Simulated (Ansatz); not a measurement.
The input, for Ansatz 0.2.0:

```yaml
crystal:
  periodic: [false, false, false]
  atoms:
    - {symbol: Si, position_ang: [0.000000, 0.000000, 0.000000]}
    - {symbol: C, position_ang: [0.000000, 0.000000, 1.433000]}
basis:
  gaussian: {orbitals: cc-pVDZ}
total_charge: 1
magnetization: {spin_polarized: false, initial_magnetization: 1}
correlation: {method: ccsdt_q, electrons: outside_noble_gas}
```

```sh
$ ansatz run in.yaml --threads 1 --pin off --events-out ev --progress --plain --max-ram 2393MiB
```

The program prints:

```
583 factors; integrals over basis functions are off by at most 1.5e-7 eV
mean field evaluation 1: about -8869.4730 eV, gradient 3.6e1 eV
mean field evaluation 2: about -8869.4792 eV, gradient 3.6e1 eV
mean field evaluation 4: about -8874.3958 eV, gradient 3.1e0 eV
mean field evaluation 8: about -8874.7191 eV, gradient 1.4e-1 eV
mean field evaluation 16: about -8874.3888 eV, gradient 3.1e0 eV
mean field evaluation 32: about -8871.0866 eV, gradient 1.9e1 eV
mean field evaluation 64: about -8873.3824 eV, gradient 2.6e0 eV
mean field evaluation 96: about -8874.2604 eV, gradient 1.4e-6 eV
mean field evaluation 128: about -8868.2141 eV, gradient 1.7e0 eV
mean field evaluation 160: about -8874.1887 eV, gradient 2.3e0 eV
...
cycle  18  -5.99224059 eV  change   -1.7e-5 eV  update   2.6e-5
cycle  19  -5.99226641 eV  change   -2.6e-5 eV  update   1.3e-5
cycle  20  -5.99225793 eV  change    8.5e-6 eV  update   8.5e-6
cycle  21  -5.99225372 eV  change    4.2e-6 eV  update   4.8e-6
cycle  22  -5.99225005 eV  change    3.7e-6 eV  update   3.4e-6
cycle  23  -5.99225222 eV  change   -2.2e-6 eV  update   2.1e-6
cycle  24  -5.99225257 eV  change   -3.5e-7 eV  update   1.3e-6
cycle  25  -5.99225078 eV  change    1.8e-6 eV  update   8.4e-7
cycle  26  -5.99225006 eV  change    7.2e-7 eV  update   5.7e-7
cycle  27  -5.99224996 eV  change    9.8e-8 eV  update   4.2e-7
perturbative correction -0.03998114 eV, -0.0014692797 hartree
Total energy: -8880.75145558 eV, -326.3615964029 hartree
```

For the same geometry and basis full CI lies 2.0 meV lower.

Ran on 1 thread of AMD EPYC 7R43, shared host: 7.5 s wall, 0.14 GiB peak host memory.
